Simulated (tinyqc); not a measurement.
Inside a calculation. Method: ROHF in the sto-6g basis, for CH2, spin multiplicity 3. One step of it, computed by the program tinyqc.

Question. Iteration 1: diagonalisation and new density. Diagonalise F' = X^T F X, C = X C', fill 5 alpha and 3 beta electrons from the bottom; D(s) = C_occ C_occ^T. Each column has its largest component positive (the first on a tie).

effective F (hartree), lower triangle:
```
             1C 1s      1C 2s    1C 2px     1C 2py     1C 2pz      2H 1s      3H 1s
1C 1s   -10.010572
1C 2s    -2.618313  -0.874298
1C 2px    0.000000   0.000000  0.500701
1C 2py    0.000000   0.000000  0.000000   0.099438
1C 2pz   -0.009663  -0.197857  0.000000   0.000000   0.397565
2H 1s    -0.487570  -0.374250  0.000000  -0.178793  -0.119087  -0.101576
3H 1s    -0.487570  -0.374250  0.000000   0.178793  -0.119087  -0.092301  -0.101576
```

X, lower triangle:
```
            1C 1s      1C 2s    1C 2px     1C 2py     1C 2pz      2H 1s     3H 1s
1C 1s    1.025153
1C 2s   -0.142877   1.188557
1C 2px   0.000000   0.000000  1.000000
1C 2py   0.000000   0.000000  0.000000   1.133929
1C 2pz  -0.007553   0.075827  0.000000   0.000000   1.034774
2H 1s    0.020988  -0.256458  0.000000  -0.237424  -0.118038   1.165607
3H 1s    0.020988  -0.256458  0.000000   0.237424  -0.118038  -0.023382  1.165607
```

Give: F' = X^T F X; orbital energies; coefficients C; D(alpha) after iteration 1; D(beta) after iteration 1.

Answer.

F' = X^T F X (hartree), lower triangle:
```
        1       2      3       4       5       6      7
1  -9.809
2  -1.412  -0.215
3   0.000   0.000  0.501
4   0.000   0.000  0.000   0.319
5  -0.003  -0.095  0.000   0.000   0.457
6  -0.063  -0.270  0.000  -0.285  -0.152   0.161
7  -0.063  -0.270  0.000   0.285  -0.152  -0.039  0.161
```

orbital energies (hartree): MO1 -10.015, MO2 -0.369, MO3 -0.148, MO4 0.360, MO5 0.501, MO6 0.579, MO7 0.668

coefficients C:
```
           MO1     MO2     MO3     MO4    MO5     MO6     MO7
1C 1s    0.994  -0.201   0.000  -0.192  0.000  -0.078   0.000
1C 2s    0.024   0.651   0.000   0.936  0.000   0.519   0.000
1C 2px   0.000   0.000   0.000   0.000  1.000   0.000   0.000
1C 2py   0.000   0.000   0.487   0.000  0.000   0.000   1.078
1C 2pz   0.003   0.205   0.000  -0.419  0.000   0.942   0.000
2H 1s   -0.005   0.305   0.481  -0.532  0.000  -0.597  -0.729
3H 1s   -0.005   0.305  -0.481  -0.532  0.000  -0.597   0.729
```

D(alpha) after iteration 1, lower triangle:
```
         1C 1s   1C 2s  1C 2px  1C 2py  1C 2pz  2H 1s  3H 1s
1C 1s    1.066
1C 2s   -0.287   1.301
1C 2px   0.000   0.000   1.000
1C 2py   0.000   0.000   0.000   0.237
1C 2pz   0.042  -0.259   0.000   0.000   0.217
2H 1s    0.036  -0.300   0.000   0.234   0.285  0.608
3H 1s    0.036  -0.300   0.000  -0.234   0.285  0.145  0.608
```

D(beta) after iteration 1, lower triangle:
```
         1C 1s  1C 2s  1C 2px  1C 2py  1C 2pz   2H 1s  3H 1s
1C 1s    1.029
1C 2s   -0.107  0.424
1C 2px   0.000  0.000   0.000
1C 2py   0.000  0.000   0.000   0.237
1C 2pz  -0.038  0.134   0.000   0.000   0.042
2H 1s   -0.066  0.198   0.000   0.234   0.062   0.325
3H 1s   -0.066  0.198   0.000  -0.234   0.062  -0.139  0.325
```
